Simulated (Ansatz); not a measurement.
# Forces on a displaced structure

LiAlHCl (SMILES [Li][AlH][Cl]), closed shell, at a frame of a short PBE0-D4/def2-SVP trajectory.

```
atom    x (Å)    y (Å)    z (Å)
 Li1  -2.5242   0.2088   0.1667
 Al2  -0.0208   0.0962  -0.0765
 Cl3   1.5336  -1.4194   0.7066
  H4   0.8060   1.2932  -0.6936
```

Ansatz 0.2.0; basis: def2-TZVPP; cores frozen in the correlated methods. The outer core shell of Li, Na, Mg and K is correlated.

CCSD(T) forces from the calculation:
| atom | Fx | Fy | Fz (eV/Å) |
| --- | --- | --- | --- |
| Li1 | -0.386 | -0.138 | 0.070 |
| Al2 | 1.075 | -0.921 | 0.590 |
| Cl3 | -1.007 | 0.881 | -0.490 |
| H4 | 0.318 | 0.179 | -0.171 |

Root-mean-square difference of the force components from those of CCSD(T): PBE-D4 0.094; r2SCAN-D4 0.030; PBE0-D4 0.029; wB97M-V 0.047 eV/Å.

No T1 diagnostic of these runs exceeds 0.010. The restricted Hartree–Fock reference is unstable towards an unrestricted one here.

For scale, one of the runs: CCSD(T)/def2-TZVPP forces, 117 basis functions, launched by `ansatz run in.yaml --threads 2 --pin off --events-out ev --progress --plain --max-ram 3481MiB`. Hardware: 2 CPU threads of an Intel Xeon, shared host. Wall time 31 s; peak host memory 0.7 GiB.
